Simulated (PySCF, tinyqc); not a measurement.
Worked calculation: CID on RHF in the sto-6g basis, frozen core, for LiH, spin multiplicity 1. The lowest restricted solution is unstable here: a spin-polarised one lies 0.0002 hartree lower (PySCF). One step of it, computed by the program tinyqc.

Question. Orthogonalisation. S = U s U^T; symmetric (Loewdin) form X = U s^(-1/2) U^T, so that X^T S X = 1.

overlap S, lower triangle:
```
,1Li 1s,1Li 2s,1Li 2px,1Li 2py,1Li 2pz,2H 1s
1Li 1s,1.000000
1Li 2s,0.235742,1.000000
1Li 2px,0.000000,0.000000,1.000000
1Li 2py,0.000000,0.000000,0.000000,1.000000
1Li 2pz,0.000000,0.000000,0.000000,0.000000,1.000000
2H 1s,0.024519,0.285906,0.000000,0.000000,0.402511,1.000000
```

Give: eigenvalues of S; X.

Answer.

eigenvalues of S: 0.4915  0.8087  1.0000  1.0000  1.1770  1.5228

X, lower triangle:
```
,1Li 1s,1Li 2s,1Li 2px,1Li 2py,1Li 2pz,2H 1s
1Li 1s,1.0223
1Li 2s,-0.1268,1.0612
1Li 2px,0.0000,0.0000,1.0000
1Li 2py,0.0000,0.0000,0.0000,1.0000
1Li 2pz,-0.0063,0.0542,0.0000,0.0000,1.0744
2H 1s,0.0172,-0.1739,0.0000,0.0000,-0.2396,1.1126
```
